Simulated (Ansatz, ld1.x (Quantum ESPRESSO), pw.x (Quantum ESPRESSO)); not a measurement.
**Which Nb potential is closest to all-electron in the fcc crystal?**

All use LDA (PW92), scalar-relativistic, no spin, cutoffs from each file’s atomic test, pw.x 7.5; 14³ k-points, Fermi–Dirac smearing 0.01 Ry. Δ is the rms difference from all-electron LAPW of the E(V) curves that follow from fits to the pressures, over ±6 % in volume. Mesh and smearing are coarse and serve the comparison alone. The files are a selection: those with a ghost or negative overlap were mostly not run, and those with noisy or unconverged pressures or nearly equal Δ are left out.

All-electron: a0 = 4.141 Å (V0 = 17.75 Å³/atom), B0 = 181.7 GPa.

(1) Rank them by Δ, smallest first.
A. norm-conserving Troullier–Martins (Kleinman–Bylander form), ld1.x (Quantum ESPRESSO) 7.5, LDA (PW92); core [Kr], reference 4d4 5s1 5p0; waves: 5s (bound): rc 2.65 bohr; 5p (bound, empty): rc 3.55 bohr; 4d (bound): rc 2.05 bohr; local part: all-electron potential smoothed inside 2.75 bohr (lloc = -1); core correction: Bessel-smoothed model core, default radius (core density twice the valence density).
B. PAW, ld1.x (Quantum ESPRESSO) 7.5, LDA (PW92); core [Ar] 3d10, reference 4s2 4p6 4d4 5s0.5 5p0; waves: 4s (bound): rcut 1.50, rcutus 1.80 bohr; 5s (bound): rcut 1.50, rcutus 1.80 bohr; 4p (bound): rcut 2.00, rcutus 2.75 bohr; 5p (bound, empty): rcut 2.00, rcutus 2.75 bohr; 4d (bound): rcut 2.15, rcutus 2.40 bohr; 4d channel at 4.3 Ry: rcut 2.15, rcutus 2.40 bohr; local part: all-electron potential smoothed inside 1.55 bohr (lloc = -1); core correction: Bessel-smoothed model core inside 1.35 bohr; augmentation: BESSEL, radius 1.05 bohr.
C. ultrasoft, ld1.x (Quantum ESPRESSO) 7.5, LDA (PW92); core [Kr], reference 4d4 5s0 5p1; waves: 5s (bound, empty): rcut 2.55, rcutus 3.10 bohr; 5s channel at 0.4 Ry: rcut 2.55, rcutus 3.10 bohr; 5p (bound): rcut 3.05, rcutus 3.60 bohr; 5p channel at 4.25 Ry: rcut 3.05, rcutus 3.60 bohr; 4d (bound): rcut 1.20, rcutus 1.65 bohr; 4d channel at 5.05 Ry: rcut 1.20, rcutus 1.65 bohr; 4f channel at 0.3 Ry: rcut 2.95, rcutus 3.80 bohr; local part: all-electron potential smoothed inside 1.75 bohr (lloc = -2); core correction: none; augmentation: PSQ, inside the norm-conserving radii.

Answers

(1) B (4.2 meV/atom), C (10.2 meV/atom), A (19.3 meV/atom).
